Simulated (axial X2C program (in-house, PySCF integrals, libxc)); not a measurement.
**Worked dissociation energy of Si₂⁺: CCSD, scalar-relativistic**

All values were computed with an axial X2C code built on PySCF integrals. Spin-free means the one-electron spin-free X2C Hamiltonian. Basis: Si dyall-v3z [8s7p2d1f] (cores contracted in-house); Gaussian nuclei, density fitting, unrestricted open shells. Masses: Si 27.977 u.

Molecular state: M_S = 3/2, Λ = 0 (beyond evenly filled blocks: σα, π+α, π-α).

Correlated methods: 7 electrons correlated (number of frozen shells: Si 2 s, 1 p), 141 virtual spin orbitals or spinors in MP2, 90 natural virtuals in coupled cluster.

```
E(Si+) (2M_S = 1, M_L = 0) : -289.241904 hartree
E(Si) (2M_S = 2, M_L = 0)  : -289.538076 hartree
E(Si₂⁺) at Re              : -578.896427 hartree
ωe                         : 479.4 cm⁻¹
ωexe                       : 2.26 cm⁻¹
```

Work out De and D0.

De = -289.241904 + (-289.538076) − (-578.896427) = 0.11645 hartree = 3.169 eV. The zero-point energy is ωe/2 − ωexe/4 = 239 cm⁻¹ = 0.030 eV, so D0 = 3.139 eV.

The state is a single determinant with fixed occupations, the lowest that a limited PBE0 search found. Dissociation energies refer to the lowest single-determinant-based atoms at the same level and basis. CCSD ran in a truncated set of natural virtual spinors with an MP2 remainder; without triples it tends to underbind. Other states lie close and PBE0, whose exact exchange favours high spin, may order them wrongly; the determinant shown need not be the ground state. The nearest other spin-free determinant of the search, M_S = 1/2, Λ = 0, lies 0.31 eV up at the distance of the search.

Each atomic determinant is the lowest at this level and need not be a pure term. Totals compare only within one Hamiltonian and basis.
